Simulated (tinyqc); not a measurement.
Worked calculation: extended Hueckel theory, for H2S. Computed by tinyqc, a small Python program that keeps every step (integrals from PySCF). Settings: charge = 0, K = 1.75, weighted = 1, multiplicity = 1. Command: `OMP_NUM_THREADS=1 python tinyqc.py 25558 25559 out.jsonl` (the two numbers bound the seeds that draw the settings). One thread of a shared host (Intel(R) Xeon(R) Processor @ 2.60GHz), about 0.01 s of CPU time with the checks.

## Overlaps

Geometry (angstrom):
```
atom         x          y         z
S     0.000000   0.000000  0.000000
H     0.000000   1.076000  0.692000
H     0.000000  -1.076000  0.692000
```

Parameters chosen for this run:
```
element  shell  Slater exponent   H_ii (eV)
S           3s         2.122000  -20.000000
S           3p         1.827000  -13.300000
H           1s         1.300000  -13.600000
```

Slater orbitals, each expanded in six Gaussians scaled to its exponent.

overlap S:
```
           1S 3s    1S 3px     1S 3py    1S 3pz     2H 1s      3H 1s
1S 3s   1.000000  0.000000   0.000000  0.000000  0.403174   0.403174
1S 3px  0.000000  1.000000   0.000000  0.000000  0.000000   0.000000
1S 3py  0.000000  0.000000   1.000000  0.000000  0.424526  -0.424526
1S 3pz  0.000000  0.000000   0.000000  1.000000  0.273022   0.273022
2H 1s   0.403174  0.000000   0.424526  0.273022  1.000000   0.078914
3H 1s   0.403174  0.000000  -0.424526  0.273022  0.078914   1.000000
```

## Wolfsberg-Helmholz matrix

diagonal H_ii (eV): 1S 3s -20.000000, 1S 3px -13.300000, 1S 3py -13.300000, 1S 3pz -13.300000, 2H 1s -13.600000, 3H 1s -13.600000

K = 1.750000

H_ij = K' S_ij (H_ii + H_jj)/2 for i != j (the diagonal keeps H_ii), with K' = K + D^2 + D^4 (1 - K), D = (H_ii - H_jj)/(H_ii + H_jj), K = 1.75.

H (eV):
```
             1S 3s      1S 3px      1S 3py      1S 3pz       2H 1s       3H 1s
1S 3s   -20.000000    0.000000    0.000000    0.000000  -12.092361  -12.092361
1S 3px    0.000000  -13.300000    0.000000    0.000000    0.000000    0.000000
1S 3py    0.000000    0.000000  -13.300000    0.000000   -9.992982    9.992982
1S 3pz    0.000000    0.000000    0.000000  -13.300000   -6.426713   -6.426713
2H 1s   -12.092361    0.000000   -9.992982   -6.426713  -13.600000   -1.878153
3H 1s   -12.092361    0.000000    9.992982   -6.426713   -1.878153  -13.600000
```

## Orbitals

valence electrons = 8

Solve H C = S C e through S^(-1/2); fill by pairs from the bottom, a degenerate level sharing its electrons equally; each orbital has its largest coefficient positive (the first on a tie).

orbital energies (eV): -22.272734  -17.070044  -14.230901  -13.300000  4.578679  7.431803

occupations: 2.000000  2.000000  2.000000  2.000000  0.000000  0.000000

coefficients:
```
             MO1        MO2        MO3       MO4        MO5        MO6
1S 3s   0.727701   0.000000  -0.351723  0.000000   0.000000   0.940388
1S 3px  0.000000   0.000000   0.000000  1.000000   0.000000   0.000000
1S 3py  0.000000   0.574159   0.000000  0.000000   1.145973   0.000000
1S 3pz  0.020476   0.000000   0.871702  0.000000   0.000000   0.697311
2H 1s   0.265675   0.394093   0.159652  0.000000  -0.858210  -0.854832
3H 1s   0.265675  -0.394093   0.159652  0.000000   0.858210  -0.854832
```

sum of one-electron energies = -133.747360 eV

## Mulliken analysis

P = C n C^T; charge = valence electrons (S 6, H 1) minus the sum of (P S)_ii on the atom; overlap population = 2 sum P_ij S_ij between two atoms.

charges: 1S -0.249786, 2H 0.124893, 3H 0.124893

Overlap populations:
```
pair      value
2-1    0.763386
3-1    0.763386
3-2   -0.018699
```
